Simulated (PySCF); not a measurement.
**A diatomic session: Al₂−**

One table from this session's results is given with a row withheld; the runs are named, their logs left out.

The runs use PySCF 2.14.0; Al aug-pcseg-1, no relativity.

1 further run of the same task is left out (set aside as unsound or not needed).

The first run:

Settings of the job:

```
atoms                         : Al, Al
charge                        : -1
basis                         : Al aug-pcseg-1
Hamiltonian                   : no relativity
basis functions               : 54
electrons treated             : 27
masses in u                   : 26.9815, 26.9815
levels                        : PBE0, PBE, r²SCAN, TPSSh, TPSS, LDA, HF, MP2, SCS-MP2, CCSD, CCSD(T)
grid                          : 80 radial by 434 angular points
occupations                   : held fixed by the projection of orbital angular momentum
dissociation limit            : Al + Al−, each in its ground configuration
starting distance in angstrom : 2.490
values of 2S to try           : 1, 3
```

On the command line:

```
OMP_NUM_THREADS=1 python dia.py task.json out
```

Among the steps run: Set-up; PBE0 along the bond; Other states along the same grid; PBE; r²SCAN (meta-GGA); TPSSh (hybrid meta-GGA); TPSS (meta-GGA); LDA (local density); UHF (mean field); Correlated methods on the Hartree–Fock reference.

One of the session's tables, all rows but one given; the rest of the session is left out.

It belongs to the step «Constants by level of theory». 

```
      level  Re (Å)  ωe (cm⁻¹)  De (eV)
        UHF   2.598        317     1.57
    UHF-MP2   2.564        334     2.26
UHF-SCS-MP2   2.553        344     2.07
   UHF-CCSD   2.580        321     2.10
UHF-CCSD(T)       ?          ?        ?
        LDA   2.563        318     2.90
        PBE   2.594        307     2.59
       TPSS   2.577        317     2.54
     r²SCAN   2.572        322     2.63
      TPSSh   2.568        322     2.51
       PBE0   2.570        323     2.51
```

Estimate the missing values for UHF-CCSD(T).

As computed: Re (Å): 2.583; ωe (cm⁻¹): 319; De (eV): 2.22. In the column «Re (Å)» it lies between UHF-CCSD (2.580) and PBE (2.594).
